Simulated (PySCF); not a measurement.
Stepwise substitution at one centre (Al F-CH3). Gas-phase values, no solvent. Strings in code marks are SMILES.

The HOMO–LUMO gap from two functionals at the same geometries (B3LYP-D3(BJ)/def2-TZVP), both in PySCF: PBE-D3(BJ)/def2-TZVP and TPSSh-D3(BJ)/def2-TZVP. 

```
species                                         TPSSh-D3(BJ)/def2-TZVP (eV)
----------------------------------------------  ---------------------------
0 of 3 F replaced by CH3 (`[F][Al]([F])[F]`)                           8.77
1 of 3 F replaced by CH3 (`[CH3][Al]([F])[F]`)                         7.71
2 of 3 F replaced by CH3                                               6.66
3 of 3 F replaced by CH3                                               6.19
```

**Question.** What does PBE-D3(BJ)/def2-TZVP give for each?

**Answer.** 
- 0 of 3 F replaced by CH3 (`[F][Al]([F])[F]`): 7.20
- 1 of 3 F replaced by CH3 (`[CH3][Al]([F])[F]`): 6.53
- 2 of 3 F replaced by CH3: 5.56
- 3 of 3 F replaced by CH3: 5.10
Over these rows, drawn at random from the members with no instability flagged (it was tested for open shells, ions and some series alone), PBE minus TPSSh-D3(BJ): mean -1.23 eV, from -1.57 eV to -1.09 eV.
